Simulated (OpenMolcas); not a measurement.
# A workflow on [PH2]− (phosphanide)

We compute a series of 9 runs (HF/3-21G, CASSCF(8,6)/3-21G, CASPT2(8,6)/3-21G, CASPT2[IPEA 0](8,6)/3-21G, SC-NEVPT2(8,6)/3-21G, PC-NEVPT2(8,6)/3-21G, MC-PDFT[tPBE](8,6)/3-21G, MRCI(8,6)/3-21G, and more) of [PH2]− (phosphanide). 

Program for the calculation: OpenMolcas 26.06.

### 1 Starting point

[PH2]− has 3 atoms, charge -1, and is taken as a singlet. SMILES: `[PH2-]`. The P1–H2 distance was set to 3.363 Å, away from the relaxed value. At this shape a bond of the SMILES string is far longer than usual.

Bond lengths: P1–H3 1.345 Å.

### 2 A single-point energy at HF/3-21G (run 1)

Input file step1.inp:

```
&GATEWAY
 BasLib = $CurrDir
 BasisSet
 P.3-21G....
 P1 1.088916 -2.219282 0.364930 angstrom
 End of Basis
 BasisSet
 H.3-21G....
 H2 0.105590 0.990220 0.165130 angstrom
 H3 -0.014504 -2.622352 -0.290300 angstrom
 End of Basis

&SEWARD

&SCF
 Charge = -1
 PrOrbitals = 1 1
```

The basis set 3-21G is read from a file made from the Basis Set Exchange's data (not shown).

On the command line:

```
$ export MOLCAS_MEM=1860
$ pymolcas step1.inp > step1.log
```

Output (excerpt; [...] marks lines left out):

```text
--- Start Module: gateway ---
[...]
--- Stop Module: gateway /rc=_RC_ALL_IS_WELL_ ---
--- Start Module: seward ---
[...]
      Basis functions           17
--- Stop Module: seward /rc=_RC_ALL_IS_WELL_ ---
--- Start Module: scf ---
[...]
       Convergence after  15 Iterations
[...]
::    Total SCF energy                               -339.9481164549
[...]
      Total spin, S                                     0.0000000000
[...]
      Total electronic charge=   18.000000
      Total            charge=   -1.000000
[...]
      Dipole Moment (debye):
      Origin of the operator (angstrom)=    1.0252   -2.1335    0.3388
                   X=  1.5569E+00               Y= -7.8743E+00               Z=  1.5722E-02           Total=  8.0268E+00
      Center of Charge (angstrom)
[...]
--- Stop Module: scf /rc=_RC_ALL_IS_WELL_ ---
[...]
```

Run time: 1.6 s. Hardware: 1 thread of Arm Neoverse V1, shared host; peak memory 0.37 GiB.

### 3 The energy at CASSCF(8,6)/3-21G (run 2)

Input file step2.inp:

```
* H2P CASSCF
&GATEWAY
BASLIB = $CurrDir
BASISSET
P.3-21G....
P1 1.088916 -2.219282 0.364930 angstrom
End of Basis
BASISSET
H.3-21G....
H2 0.105590 0.990220 0.165130 angstrom
H3 -0.014504 -2.622352 -0.290300 angstrom
End of Basis
&SEWARD
&RASSCF
FILEORB = $CurrDir/step1.ScfOrb
SPIN = 1
NACTEL = 8 0 0
INACTIVE = 5
RAS2 = 6
ORBLISTING = Nothing
ORBAPPEAR = Compact
```

The basis set 3-21G is read from a file made from the Basis Set Exchange's data (not shown).

On the command line:

```
$ export MOLCAS_MEM=1860
$ pymolcas step2.inp > step2.log
```

Output (excerpt; [...] marks lines left out):

```text
--- Start Module: gateway ---
[...]
--- Stop Module: gateway /rc=_RC_ALL_IS_WELL_ ---
--- Start Module: seward ---
[...]
      Basis functions           17
--- Stop Module: seward /rc=_RC_ALL_IS_WELL_ ---
--- Start Module: rasscf ---
[...]
      Number of active orbitals                  6
[...]
      Spin quantum number                      0.0
[...]
      Active orbitals                            6
[...]
      Number of CSFs                           105
[...]
      Number of root(s) required                 1
[...]
      Convergence after 11 iterations
[...]
      printout of CI-coefficients larger than  0.05 for root  1
      energy=    -340.040936
      conf/sym  111111     Coeff  Weight
             1  222200  -0.83796 0.70217
             3  222020   0.53261 0.28367
            52  202202   0.09009 0.00812
            54  202022  -0.05709 0.00326
      Natural orbitals and occupation numbers for root  1
      sym 1:   1.997508   1.976616   1.998911   1.424323   0.577100   0.025543
      ************************************************************************************************************************
      *                                                    Final results                                                     *
[...]
::    RASSCF root number  1 Total energy:   -340.04093649
[...]
      Total electronic charge=   18.000000
      Total            charge=   -1.000000
[...]
      Dipole Moment (debye):
      Origin of the operator (angstrom)=    1.0252   -2.1335    0.3388
                   X= -5.3845E-01               Y= -6.9952E-01               Z= -3.7386E-01           Total=  9.5866E-01
      Center of Charge (angstrom)
[...]
--- Stop Module: rasscf /rc=_RC_ALL_IS_WELL_ ---
[...]
```

It took 1.7 s on 1 thread of Arm Neoverse V1, shared host; peak memory 0.37 GiB.

Runs 3 to 6 aren't shown in full; the table further down has their settings and results.

### 4 The energy at MC-PDFT[tPBE](8,6)/3-21G (run 7)

Input file step7.input:

```
&gateway
 baslib=$CurrDir
 basisset
 P.3-21G....
 P1 1.088916 -2.219282 0.364930 angstrom
 End of Basis
 basisset
 H.3-21G....
 H2 0.105590 0.990220 0.165130 angstrom
 H3 -0.014504 -2.622352 -0.290300 angstrom
 End of Basis

&seward

&rasscf
 fileorb=$CurrDir/step2.RasOrb
 spin=1
 nactel=8 0 0
 inactive=5
 ras2=6
 orblisting=Nothing
 orbappear=Compact

&mcpdft
 ksdft=T:PBE
```

The basis set 3-21G is read from a file made from the Basis Set Exchange's data (not shown).

On the command line:

```
$ export MOLCAS_MEM=1860
$ pymolcas step7.input > step7.log
```

Output (excerpt; [...] marks lines left out):

```text
--- Start Module: gateway ---
[...]
--- Stop Module: gateway /rc=_RC_ALL_IS_WELL_ ---
[...]
      Basis functions           17
[...]
--- Start Module: rasscf ---
[...]
      Number of active orbitals                  6
[...]
      Spin quantum number                      0.0
[...]
      Active orbitals                            6
[...]
      Number of CSFs                           105
[...]
      Number of root(s) required                 1
[...]
      Convergence after  4 iterations
[...]
      printout of CI-coefficients larger than  0.05 for root  1
      energy=    -340.040936
      conf/sym  111111     Coeff  Weight
             1  222200  -0.83796 0.70217
             3  222020   0.53261 0.28368
            52  202202   0.09009 0.00812
            54  202022  -0.05709 0.00326
      Natural orbitals and occupation numbers for root  1
      sym 1:   1.997508   1.976616   1.998911   1.424319   0.577103   0.025543
      ************************************************************************************************************************
      *                                                    Final results                                                     *
[...]
::    RASSCF root number  1 Total energy:   -340.04093649
[...]
      Total electronic charge=   18.000000
      Total            charge=   -1.000000
[...]
      Dipole Moment (debye):
      Origin of the operator (angstrom)=    1.0252   -2.1335    0.3388
                   X= -5.3845E-01               Y= -6.9949E-01               Z= -3.7386E-01           Total=  9.5864E-01
      Center of Charge (angstrom)
[...]
--- Stop Module: rasscf /rc=_RC_ALL_IS_WELL_ ---
--- Start Module: mcpdft ---
[...]
 ###    WARNING: Deprecation warning: KSDF should be replaced                ###
 ###    with FUNC keyword                                                    ###
 ###############################################################################
[...]
::    MCPDFT root number  1 Total energy:   -340.46789342
--- Stop Module: mcpdft /rc=_RC_ALL_IS_WELL_ ---
[...]
```

Run time: 1.9 s. Hardware: 1 thread of Arm Neoverse V1, shared host; peak memory 0.37 GiB.

Run 8 isn't shown in full; the table further down has it.

### 5 The energy at MRACPF(8,6)/3-21G (run 9)

Input file step9.inp:

```
* H2P MR-ACPF

&GATEWAY
 BasLib=$CurrDir
 BasisSet
 P.3-21G....
 P1 1.088916 -2.219282 0.364930 angstrom
 End of Basis
 BasisSet
 H.3-21G....
 H2 0.105590 0.990220 0.165130 angstrom
 H3 -0.014504 -2.622352 -0.290300 angstrom
 End of Basis

&SEWARD

&RASSCF
 FileOrb=$CurrDir/step2.RasOrb
 Spin=1
 Nactel=8 0 0
 Inactive=5
 Ras2=6
 OrbListing=Nothing
 OrbAppear=Compact

&MOTRA
 LumOrb
 Frozen=5

&GUGA
 Electrons=8
 Spin=1
 Inactive=0
 Active=6
 CIAll=1

&MRCI
 ACPF
```

The basis set 3-21G is read from a file made from the Basis Set Exchange's data (not shown).

On the command line:

```
$ export MOLCAS_MEM=1860
$ pymolcas step9.inp > step9.log
```

Output (excerpt; [...] marks lines left out):

```text
--- Start Module: gateway ---
[...]
--- Stop Module: gateway /rc=_RC_ALL_IS_WELL_ ---
[...]
      Basis functions           17
[...]
      Number of active orbitals                  6
[...]
      Spin quantum number                      0.0
[...]
      Active orbitals                            6
[...]
      Number of CSFs                           105
[...]
      Number of root(s) required                 1
[...]
      Convergence after  4 iterations
[...]
      printout of CI-coefficients larger than  0.05 for root  1
      energy=    -340.040936
      conf/sym  111111     Coeff  Weight
             1  222200  -0.83796 0.70217
             3  222020   0.53261 0.28368
            52  202202   0.09009 0.00812
            54  202022  -0.05709 0.00326
      Natural orbitals and occupation numbers for root  1
      sym 1:   1.997508   1.976616   1.998911   1.424319   0.577103   0.025543
      ************************************************************************************************************************
      *                                                    Final results                                                     *
[...]
::    RASSCF root number  1 Total energy:   -340.04093649
[...]
      Dipole Moment (debye):
      Origin of the operator (angstrom)=    1.0252   -2.1335    0.3388
                   X= -5.3845E-01               Y= -6.9949E-01               Z= -3.7386E-01           Total=  9.5864E-01
      Center of Charge (angstrom)
[...]
      *** WARNING: Default frozen orbitals is overwritten by user input.
      *** Default values:   5
[...]
--- Start Module: guga ---
[...]
--- Stop Module: guga /rc=_RC_ALL_IS_WELL_ ---
--- Start Module: mrci ---
[...]
       USE THE DEFAULT ACPF G-VALUE GFAC=  0.25000000000000000
[...]
    MR ACPF CALCULATION.
[...]
            REFERENCE CI ENERGY:  -340.04093649
[...]
        ACPF CORRELATION ENERGY:    -0.03500584
                    ACPF ENERGY:  -340.07594233
[...]
      Total electronic charge=   18.000000
      Total            charge=   -1.000000
[...]
  ACPF State   1     Total energy:   -340.07594233
[...]
--- Stop Module: mrci /rc=_RC_ALL_IS_WELL_ ---
[...]
```

Wall time 2 s (1 thread of Arm Neoverse V1, shared host); peak memory 0.37 GiB.

### 6 Overview of the runs

| run | level | active rule | inactive | energy (Eh) | wall time |
| --- | --- | --- | --- | --- | --- |
| 1 | HF/3-21G | – | – | -339.948116 | 1.6 s |
| 2 | CASSCF(8,6)/3-21G | full valence | 5 | -340.040936 | 1.7 s |
| 3 | CASPT2(8,6)/3-21G | full valence | 5 | -340.069128 | 1.7 s |
| 4 | CASPT2[IPEA 0](8,6)/3-21G | full valence | 5 | -340.069852 | 1.7 s |
| 5 | SC-NEVPT2(8,6)/3-21G | full valence | 5 | -340.065615 | 1.8 s |
| 6 | PC-NEVPT2(8,6)/3-21G | full valence | 5 | -340.065946 | 1.7 s |
| 7 | MC-PDFT[tPBE](8,6)/3-21G | full valence | 5 | -340.467893 | 1.9 s |
| 8 | MRCI(8,6)/3-21G | full valence | 5 | -340.075401 | 1.9 s |
| 9 | MRACPF(8,6)/3-21G | full valence | 5 | -340.075942 | 2 s |

### 7 Outcome

```
                              quantity          value
run 9, MRACPF(8,6)/3-21G: total energy  -340.07594 Eh
```

In words: Below the HF energy at the same shape and in the same basis (3-21G): CASSCF(8,6) -92.8 mEh; CASPT2(8,6) -121.0 mEh; CASPT2[IPEA 0](8,6) -121.7 mEh; SC-NEVPT2(8,6) -117.5 mEh; PC-NEVPT2(8,6) -117.8 mEh; MRCI(8,6) -127.3 mEh. Active-space methods hold only the correlation inside their space unless a perturbation or CI step follows. All runs together took 16 s, the longest 2 s.
